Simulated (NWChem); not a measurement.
**H2S2 (SMILES SS) at 6 levels**

Wanted: a comparison of 6 runs (HF/def2-TZVPP, r2SCAN/def2-TZVPP, PBE/def2-TZVPP, SVWN5/def2-TZVPP, MP2/def2-TZVPP, CCSD(T)/def2-TZVPP) of H2S2. 

The calculation is run with NWChem 7.3.0.

## (1) The structure to begin with

H2S2 has 4 atoms, charge 0, and is taken as a singlet. As SMILES, `SS`. The S2–H4 distance was set to 2.424 Å, away from the relaxed value. At this shape a bond of the SMILES string is far longer than usual.

Bond lengths: S1–S2 2.046 Å, S1–H3 1.347 Å. Angles: S2–S1–H3 98.6°.

## (2) The energy at HF/def2-TZVPP (run 1)

Contents of nw.nw:

```
start nw
title "H2S2 hf"
memory 2200 mb

geometry units au noautosym nocenter noautoz
  S   2.50971125 -1.33823412  2.06608859
  S   1.14105821  2.27259787  1.87838210
  H   0.60127684 -2.40286803  3.37035867
  H  -1.17028849  1.92799308 -2.06159672
end

basis "ao basis" spherical bse
  S library def2-TZVPP
  H library def2-TZVPP
end

scf
  thresh 1e-08
  maxiter 80
end

task scf
```

Launch:

```
nwchem nw.nw > nw.out
```

Log:

```text
[...]
  functions       =   112
[...]
  wavefunction    = RHF
[...]
         Total SCF energy =   -796.098790007573
      One-electron energy =  -1263.041672937289
      Two-electron energy =    385.074780009626
 Nuclear repulsion energy =     81.868102920089
        Time for solution =     17.6s
[...]
```

It took 19 s on 1 thread of AMD EPYC 7B13 (Zen 3), shared host; peak memory 0.1 GiB.

## (3) A single-point energy at r2SCAN/def2-TZVPP (run 2)

Contents of h2s2.xyz:

```xyz
4

S      1.328082    -0.708163     1.093327
S      0.603822     1.202607     0.993997
H      0.318182    -1.271543     1.783517
H     -0.619290     1.020250    -1.090950
```

Contents of run.py:

```python
from ase.io import read
from ase.calculators.nwchem import NWChem

atoms = read('h2s2.xyz')

calc = NWChem(
    label='h2s2',
    theory='dft',
    memory='2200 mb',
    basis='def2-TZVPP',
    basispar='spherical bse',
    dft={'xc': 'r2scan', 'mult': '1', 'grid': 'fine', 'convergence': 'energy 1e-08', 'iterations': '100', 'mulliken': None, 'print': 'low'},
    task='energy',
)
atoms.calc = calc

print("Total energy (eV):", round(atoms.get_potential_energy(), 6))
```

Launch:

```
export ASE_NWCHEM_COMMAND="nwchem PREFIX.nwi > PREFIX.nwo"
python run.py
```

Log:

```text
Total energy (eV): -21699.482291
```

The calculator wrote h2s2.nwi:

```
title "h2s2"

permanent_dir h2s2

scratch_dir h2s2

start h2s2

geometry units angstrom nocenter noautosym noautoz
  S  1.3280820000000000e+00 -7.0816299999999999e-01 1.0933269999999999e+00
  S  6.0382199999999997e-01 1.2026070000000000e+00 9.9399700000000002e-01
  H  3.1818200000000002e-01 -1.2715430000000001e+00 1.7835170000000000e+00
  H  -6.1929000000000001e-01 1.0202500000000001e+00 -1.0909500000000001e+00
end

memory 2200 mb

basis spherical bse noprint
   * library def2-TZVPP
end

dft
  xc r2scan
  mult 1
  grid fine
  convergence energy 1e-08
  iterations 100
  mulliken
  print low
end

task dft energy
```

h2s2.nwo, cut to the lines that bear on the results:

```text
[...]
         Total DFT energy =     -797.441272253761
      One electron energy =    -1263.691524022031
           Coulomb energy =      436.277234941838
    Exchange-Corr. energy =      -51.895092026378
 Nuclear repulsion energy =       81.868108852810
[... 1 line left out ...]
 Numeric. integr. density =       34.000000118275
[...]
      Total Density - Mulliken Population Analysis
     ---------------------------------------------
    Atom       Charge   Shell Charges
 -----------   ------   -------------------------------------------------------
    1 S   16    15.98   2.01  0.48  1.48  1.11  0.75  4.19  1.67  0.91  2.30  0.93  0.00  0.04  0.11  0.01
    2 S   16    16.11   2.01  0.48  1.48  1.14  0.82  4.18  1.67  0.87  2.22  1.13  0.00  0.02  0.07  0.01
    3 H    1     0.89   0.24  0.50  0.09  0.01  0.04  0.00
    4 H    1     1.02   0.16  0.43  0.43  0.00  0.01  0.00
[...]
```

Wall time 23 s (1 thread of AMD EPYC 7B13 (Zen 3), shared host); peak memory 0.12 GiB.

Run 3 isn't shown in full; the table further down has it.

## (4) A single-point energy at SVWN5/def2-TZVPP (run 4)

Contents of run.py:

```python
from ase import Atoms
from ase.calculators.nwchem import NWChem

mol = Atoms(['S', 'S', 'H', 'H'], positions=[
    [1.328082, -0.708163, 1.093327],
    [0.603822, 1.202607, 0.993997],
    [0.318182, -1.271543, 1.783517],
    [-0.619290, 1.020250, -1.090950],
])

calc = NWChem(
    label='calc',
    theory='dft',
    memory='2200 mb',
    basis='def2-TZVPP',
    basispar='spherical bse',
    dft={'xc': 'slater vwn_5', 'mult': '1', 'grid': 'fine', 'convergence': 'energy 1e-08', 'iterations': '100', 'mulliken': None},
    task='energy',
)
mol.calc = calc

print("Total energy (eV):", round(mol.get_potential_energy(), 6))
print("dipole (e A):", mol.get_dipole_moment().round(4))
```

Launch:

```
export ASE_NWCHEM_COMMAND="nwchem PREFIX.nwi > PREFIX.nwo"
python run.py
```

Log:

```text
Total energy (eV): -21626.477011
dipole (e A): [-0.0719 -0.2753  0.1187]
```

The calculator wrote calc.nwi:

```
title "calc"

permanent_dir calc

scratch_dir calc

start calc

geometry units angstrom nocenter noautosym noautoz
  S  1.3280820000000000e+00 -7.0816299999999999e-01 1.0933269999999999e+00
  S  6.0382199999999997e-01 1.2026070000000000e+00 9.9399700000000002e-01
  H  3.1818200000000002e-01 -1.2715430000000001e+00 1.7835170000000000e+00
  H  -6.1929000000000001e-01 1.0202500000000001e+00 -1.0909500000000001e+00
end

memory 2200 mb

basis spherical bse noprint
   * library def2-TZVPP
end

dft
  xc slater vwn_5
  mult 1
  grid fine
  convergence energy 1e-08
  iterations 100
  mulliken
end

task dft energy
```

calc.nwo, cut to the lines that bear on the results:

```text
[...]
      One electron energy =    -1263.602126512239
[... 1 line left out ...]
    Exchange-Corr. energy =      -49.153221371605
[... 6 lines left out ...]
                       DFT Final Molecular Orbital Analysis
[... 817 lines left out ...]
    Atom       Charge   Shell Charges
[...]
```

Run time: 17 s. Hardware: 1 thread of AMD EPYC 7B13 (Zen 3), shared host; peak memory 0.12 GiB.

Run 5 isn't shown in full; the table further down has it.

## (5) A single-point energy at CCSD(T)/def2-TZVPP (run 6)

Contents of job.nw:

```
START job
TITLE "H2S2 ccsd(t)"
memory total 2200 mb

GEOMETRY units angstrom noautosym nocenter noautoz
  S      1.328082    -0.708163     1.093327
  S      0.603822     1.202607     0.993997
  H      0.318182    -1.271543     1.783517
  H     -0.619290     1.020250    -1.090950
END

BASIS spherical bse
  * library def2-TZVPP
END

SCF
  thresh 1e-08
  maxiter 80
  noprint "final vectors analysis"
END

CCSD
  freeze core 10
  maxiter 60
END

TASK ccsd(t) energy
```

Launch:

```
nwchem job.nw > job.out
```

Log:

```text
[...]
  functions       =   112
[...]
  wavefunction    = RHF
[...]
         Total SCF energy =   -796.098790036236
      One-electron energy =  -1263.041684791034
      Two-electron energy =    385.074785901989
 Nuclear repulsion energy =     81.868108852810
        Time for solution =     17.5s
[...]
 Total MP2 energy:           -796.480234298803339
[...]
             energy      energy      error      ampl     ampl      Block
                                                time     time      time
[...]
 Total CCSD energy:           -796.528253055468326
[...]
 Total CCSD+T(CCSD) energy:           -796.557248936722885
[...]
 Total CCSD(T) energy:                -796.556455303491248
[...]
```

Wall time 3.9 min (1 thread of AMD EPYC 7B13 (Zen 3), shared host); peak memory 0.27 GiB.

## (6) The series

```csv
run,level,iteration cap,module,energy (Eh),wall time
1,HF/def2-TZVPP,80,scf,-796.098790,19 s
2,r2SCAN/def2-TZVPP,100,dft,-797.441272,23 s
3,PBE/def2-TZVPP,100,dft,-797.164187,25 s
4,SVWN5/def2-TZVPP,100,dft,-794.758378,17 s
5,MP2/def2-TZVPP,80,mp2,-796.480234,22 s
6,CCSD(T)/def2-TZVPP,80,ccsd(t),-796.556455,3.9 min
```

## (7) Summary of results

```
                                           quantity          value
                                run 6: total energy  -796.55646 Eh
run 6: correlation energy (10 core orbitals frozen)     -457.7 mEh
                              run 6: (T) correction     -28.20 mEh
```

**Reading.** Below the HF energy at the same shape and in the same basis (def2-TZVPP): MP2 -381.4 mEh; CCSD(T) -457.7 mEh. Over runs 1, 3, 4 the dipole moment (its size) runs from 1.35 D (HF/def2-TZVPP) to 1.54 D (PBE/def2-TZVPP). Totals of different functionals can't be ranked against each other. In all runs a closed-shell determinant meets a far-stretched bond; if it breaks into open shells, such a determinant describes it badly, and no broken-symmetry solution was shown. All runs together took 5.7 min, the longest 3.9 min.
